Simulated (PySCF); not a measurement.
Tetrahydrothiophen-3-one, C4H6OS.
Numbering: `[O:1]=[C:2]1[CH2:3][CH2:4][S:5][CH2:6]1` (hydrogens: H7, H8 on C3; H9, H10 on C4; H11, H12 on C6)

The closed-shell ground state was solved at several levels (PySCF, density fitting, gas phase, non-relativistic). One conformer (not necessarily the lowest) at the PBE0-D3(BJ)/def2-SVP geometry, without solvent, vibrations or thermal averaging.

```csv
level,basis functions,total energy (Eh),HOMO (eV),LUMO (eV),gap (eV),dipole (D)
PBE0/pcSseg-1,139,-629.0003,-6.74,-0.88,5.86,1.76
wB97X-D/pcSseg-2,307,-629.4798,-8.61,0.95,9.56,1.94
```

Problem. Estimate the row for CAM-B3LYP/def2-SVPD, a basis of 178 functions; the other rows only guide the guess.

Solution. Total energy -629.0669 Eh, HOMO -8.12 eV, LUMO 0.19 eV, gap 8.31 eV, dipole 2.01 D.

Problem. Over all these levels, which gives the widest orbital gap and which the narrowest?

Solution. wB97X-D/pcSseg-2 (range-separated hybrid) has the widest, 9.56 eV, and PBE0/pcSseg-1 (global hybrid, 25 % exact exchange) the narrowest, 5.86 eV. Functional and basis both differ between the two, so the spread mixes both effects.

Problem. How far do the dipole and the HOMO energy spread over the levels?

Solution. The dipole runs from 1.76 to 2.01 D (mean 1.90 D) and the HOMO from -8.61 to -6.74 eV.

wB97X-D is run here without its empirical dispersion term; that term would change no orbital, density or response property at a fixed geometry.
